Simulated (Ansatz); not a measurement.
`CC(F)(F)CF`. Charge 0, multiplicity 1. The geometry is a stationary point of PBE0-D4/def2-TZVP. It is one conformer, not always the lowest.

```xyz
11

C     0.674   -0.785   -0.803
C     0.369    0.064    0.400
F     1.296    1.057    0.502
F     0.487   -0.688    1.529
C    -1.012    0.685    0.366
F    -1.228    1.442    1.484
H    -0.034   -1.611   -0.875
H     0.626   -0.187   -1.713
H     1.681   -1.189   -0.698
H    -1.762   -0.110    0.325
H    -1.098    1.323   -0.518
```

Problem. What is the dipole moment at ωB97M-V/def2-TZVPP? (Best estimate.)

Solution. Ansatz gave: 3.49 D, with components (-0.92, -1.38, -3.07) D in this frame, pointing from negative to positive charge.

Problem. And with PBE, r2SCAN, B3LYP? (An estimate is asked.)

Solution. The calculation gave: PBE 3.26 D, r2SCAN 3.41 D, B3LYP 3.51 D.

Problem. Give the Mulliken charges with ωB97M-V, PBE, B3LYP in def2-TZVPP. (An estimate is asked.)

Solution. The calculation gave: 
| atom | ωB97M-V | PBE | B3LYP |
| --- | --- | --- | --- |
| C1 | -0.31 | -0.28 | -0.27 |
| C2 | 0.33 | 0.33 | 0.40 |
| F3 | -0.19 | -0.16 | -0.21 |
| F4 | -0.19 | -0.16 | -0.21 |
| C5 | 0.04 | 0.04 | 0.07 |
| F6 | -0.21 | -0.18 | -0.22 |
| H7 | 0.11 | 0.09 | 0.09 |
| H8 | 0.11 | 0.09 | 0.09 |
| H9 | 0.13 | 0.11 | 0.11 |
| H10 | 0.09 | 0.07 | 0.08 |
| H11 | 0.09 | 0.07 | 0.08 |

B3LYP here is the variant with VWN-RPA as its local correlation; programs differ in this.
